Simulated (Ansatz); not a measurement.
We consider hcp Cd, described by PBE0 (plane waves, PAW; Ansatz, a first-principles code).

The input as run:

Ansatz 0.2 input:
```yaml
crystal:
  lattice:
    - [1.48945, -2.579803, 0.0]
    - [1.48945, 2.579803, 0.0]
    - [0.0, 0.0, 5.6166]
  atoms:
    - { symbol: Cd, position: [0.33333333, 0.66666667, 0.25] }
    - { symbol: Cd, position: [0.66666667, 0.33333333, 0.75] }
basis:
  ecutwfc: 460
  ecutrho_ratio: 4
  xc_grid: 2
kpoints:
  mp_grid: { grid: [12, 12, 6] }
hamiltonian:
  xc: pbe0
  dispersion: none
  pseudopotentials: { kind: paw }
scf:
  occupations: { method: fermi_dirac, width: 0.05 }
  convergence: { dr2_threshold: 0.0000000002 }
output:
  forces: true
  stress: true
  eigenvalues: true
```

### Question
How many irreducible k-points, plane waves at Γ does the program set up, and what pressure does the run end with?

### Answer
76 irreducible k-points, 943 plane waves at Γ; P = 1.42 GPa, so the cell is compressed on average and its volume would grow at this level.

The run printed, among other lines:

```
WARN output.stress: scf.exx.energy_threshold = 1e-6 eV is looser than the 2e-8 eV advised for a stress under a hybrid functional (1e-8 eV for each atom of the …
Crystal: 2 atoms, lattice volume = 43.163 Å³
Basis set: ecut = 460 eV, 943 PW (Γ), exchange–correlation on 48×48×80 points (8 copies of the dense FFT grid, shifted against one another)
Bands: 24, of which v1, the nominal top of the filled ones, is band 20 counted from 1 (19 counted from 0)
Symmetry: 24 space group operations
Space group: P63/mmc (ITA 194), of the structure as read, at distance tolerance 3.5e-5 Å
k-points: 76 of 864
Functional: x = pbe(κ = 0.804, μ = 0.2195149727645171), c = pbe(β = 0.06672455060314922), warm-up for x = 0.75 pbe(κ = 0.804, μ = 0.2195149727645171) + 0.25 exact, c = pbe(β = 0.06672455060314922)
SCF iter   1: F=—  HF=-16508.886690 eV  |F-HF|=—  |Δ(HF+E_count)|=         —  Δρ=1.78e-3  dr2=8.70e-4
SCF iter   2: F=—  HF=-16508.886601 eV  |F-HF|=—  |Δ(HF+E_count)|=   8.89e-5  Δρ=6.47e-4  dr2=1.51e-4
  ...
SCF 1 converged in 8 iterations: F = -16508.886604 eV  dr2 = 1.20e-11
Crystal: 2 atoms, lattice volume = 43.163 Å³
Initial density: handed on by an earlier stage of this run
Functional: x = 0.75 pbe(κ = 0.804, μ = 0.2195149727645171) + 0.25 exact, c = pbe(β = 0.06672455060314922)
SCF 2 converged in 7 iterations: F = -16514.901972 eV  dr2 = 2.88e-12
Crystal: 2 atoms, lattice volume = 43.163 Å³
Crystal: 2 atoms, lattice volume = 43.163 Å³
SCF 4 converged in 10 iterations: F = -16514.913565 eV  dr2 = 8.51e-11
Crystal: 2 atoms, lattice volume = 43.163 Å³
SCF 5 converged in 2 iterations: F = -16514.913565 eV  dr2 = 1.41e-11
Crystal: 2 atoms, lattice volume = 43.163 Å³
Crystal: 2 atoms, lattice volume = 43.163 Å³
SCF 7 converged in 3 iterations: F = -16514.913565 eV  dr2 = 5.47e-11
Crystal: 2 atoms, lattice volume = 43.163 Å³
Crystal: 2 atoms, lattice volume = 43.163 Å³
SCF iter   2: F=—  HF=-16514.913565 eV  |F-HF|=—  |Δ(HF+E_count)|=   4.70e-9  Δρ=1.81e-6  dr2=9.58e-10
SCF iter   3: F=-16514.913565 eV  HF=-16514.913565 eV  |F-HF|=8.73e-11  |Δ(HF+E_count)|=  7.75e-10  Δρ=9.82e-7  dr2=1.87e-10
SCF 9 converged in 3 iterations: F = -16514.913565 eV  dr2 = 1.87e-10
Free energy (F): -16514.913565 eV
Internal energy: -16514.911566 eV  (E = F + TS)
E sigma→0 (E₀):  -16514.912566 eV
Fermi energy:    14.914541 eV
--- Forces (eV/Å), atoms counted from 1 ---
  atom   1  Cd    -0.00000000    -0.00000000     0.00000000
  atom   2  Cd     0.00000000     0.00000000     0.00000000
--- Stress (GPa, compression-positive) ---
        0.543825       0.000000       0.000000
        0.000000       0.543825       0.000000
        0.000000       0.000000       3.180332
  P = ⅓ Tr σ = 1.4227 GPa (14.227 kbar)
```

The PAW data were made under PBE.

Note: the run warned that the count of filled bands differs between k points. Note: cell and atoms aren't relaxed at this level (pressure 1.4 GPa).

It cost about 14 core-minutes (a rough figure) of CPU time.
